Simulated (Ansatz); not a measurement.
Isolated molecules relaxed with PBE0-D4/def2-TZVP in Ansatz; ΔE leaves out vibrations. CBS: MP2 limit from def2 TZ/QZ plus the TZ coupled-cluster correction, frozen cores. This one scheme is used for every species. Triplets are unrestricted, without spin–orbit coupling. Each species was taken in one conformer, which may not be the lowest.

`CCC(C)C(=O)O` → `[CH2]` (triplet) + `CCCC(=O)O`  (formal loss of a carbene)

```
          species  MP2/def2-QZVPP energy (Eh)
   `CCC(C)C(=O)O`                  -346.48786
`[CH2]` (triplet)                   -39.06604
      `CCCC(=O)O`                  -307.25036
```

(1) Work out ΔE.

Largest T1 diagnostic among the species: 0.013.

Results:

(1) ΔE = (-39.06604) + (-307.25036) − (-346.48786) = 0.17146 Eh = +107.6 kcal/mol. CCSD(T)/CBS gives +105.3 kcal/mol.

In def2-TZVPP, CCSD(T) changes the Hartree–Fock value by +34.1 kcal/mol (the triples alone add +2.9 kcal/mol) and MP2 by +37.5 kcal/mol. From PBE to PBE0 (25 % exact exchange), in def2-TZVPP and without D4, ΔE moves by −1.6 kcal/mol. The D4 term adds +3.2 kcal/mol with B3LYP and +1.8 kcal/mol with PBE0; it sums over pairs of atoms, weighted by their polarisabilities, and B3LYP, whose exchange is more repulsive, gets the larger term.

B3LYP here is the variant with VWN-RPA as its local correlation; programs differ in this.
